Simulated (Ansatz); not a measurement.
Basis-set extrapolation for `CN=C=C=N` (PBE0-D4/def2-TZVP geometry, frozen core, Ansatz). Multiplicity 1, RHF reference.

```
                      def2-TZVPP   def2-QZVPP
                 HF  -224.797854  -224.807624
    MP2 correlation    -0.869078    -0.926301
CCSD(T) correlation    -0.936120      not run
```

Energies in hartree. Use E(X) = E(∞) + A·exp(−7.88·√X) for Hartree–Fock and E(X) = E(∞) + B·X^(−2.97) for correlation, with X = 3 and 4, and add CCSD(T) minus MP2 of the smaller set to the MP2 limit.

What is the CCSD(T) energy at the basis-set limit?

HF limit: -224.807624 + (-0.009770) × 0.13774 = -224.80897. MP2 limit: -0.926301 + (-0.057223) × 0.74074 = -0.96869. Higher-order term: -0.936120 − (-0.869078) = -0.06704. Total: -225.84470 hartree, 290.7 kJ/mol below CCSD(T)/def2-TZVPP.
